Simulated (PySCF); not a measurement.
Ionisation energy of C by level of theory

C [He] 2s2 2p2 (3P) → C⁺ [He] 2s2 2p1 (2P), as a difference of total energies. All numbers are calculated (PySCF 2.14, no relativity, point nucleus, in def2-TZVPPD (6s3p3d1f, 37 functions)). Correlated levels: valence and next inner shell: nothing frozen. The calculations carry no spin-orbit coupling.

Q: Order these methods by the ionisation energy they give, lowest first.
A. SCS-MP2 (valence and next inner shell)
B. CCSD(T) (valence and next inner shell)
C. CCSD (valence and next inner shell)
D. MP2 (valence and next inner shell)

A: A (11.125 eV), C (11.166 eV), B (11.190 eV), D (11.256 eV).

Errors of the correlated levels include the incompleteness of this basis.

For comparison: 11.262 eV (measured; NIST levels, between the centres of gravity of the two terms).
